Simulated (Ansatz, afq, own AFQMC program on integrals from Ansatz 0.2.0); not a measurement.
## WSiH$_{2}$, septet: AFQMC among the cluster methods

```xyz
4

W     0.0000    0.0000    0.3166
Si    0.0000    0.0000   -1.8840
H     0.0000   -1.0701   -2.6277
H     0.0000    1.0701   -2.6277
```

Connectivity, by distances: W–SiH2.

Basis def2-SVP with its core potentials. Noble-gas cores (and the filled d shells of Ga–Kr and In–Xe) are frozen. AFQMC by an in-house program on the Cholesky factors that Ansatz 0.2.0 writes for its CCSD(T) run. ph-AFQMC/CISD is guided by a CISD state made of CCSD amplitudes; releasing the constraint for a short imaginary time cuts its bias at the price of noise, slowly where states lie close. ± is one standard error of the sampling. No spin–orbit coupling. The metal's outer-core s and p shells are frozen, which shifts wave-function levels against functionals.

Determinant: UHF, the one that the program's search chose, which needn't be the lowest solution. The geometry is a point of a scan.

No full CI on the walks' own integrals is used here; CCSDT(Q) serves as the reference and is uncertain by about the last step of the cluster series.

Cautions: no spin-orbit coupling; outer-core shells of the metal frozen; lower spins were not checked; higher spins were not checked.

```
T1 diagnostic                               : 0.0198
weight of the determinant in the CISD state : 0.884
⟨S²⟩ of the determinant                     : 12.018
size of the correlated space                : 12 electrons in 51 orbitals
```

| level | correlation energy (eV) |
| --- | --- |
| MP2 | -4.6159 |
| CCSD | -5.3727 |
| CCSD(T) | -5.5289 |

Estimate where AFQMC with the constraint released lies against CCSD(T) on the same integrals.

39.2 ± 5.3 meV below CCSD(T).

Reference: CCSDT(Q), correlation energy -5.566 eV. The released energy is read at 4.20 1/Eh (meV from the phaseless value at times in 1/Eh: -9.1 ± 2.4 at 0.60, -9.4 ± 2.5 at 1.20, -13.6 ± 2.1 at 2.00, -10 ± 4 at 3.00, -17 ± 5 at 4.20).

```tsv
level	E − E(reference) (meV)	share of correlation (%)
CCSD(T)	37.0	99.33
CCSDT	8.9	99.84
ph-AFQMC/CISD	15.3 ± 3.5	99.73
released AFQMC	-2.1 ± 5.3	100.04
```

A walk keeps the symmetry of its determinant, which the program's search chose and which needn't be the lowest solution, so a lower state of the same spin and another symmetry isn't excluded. Released energies are given only where the last usable release times agree within the noise; a slower fall can still hide under it.
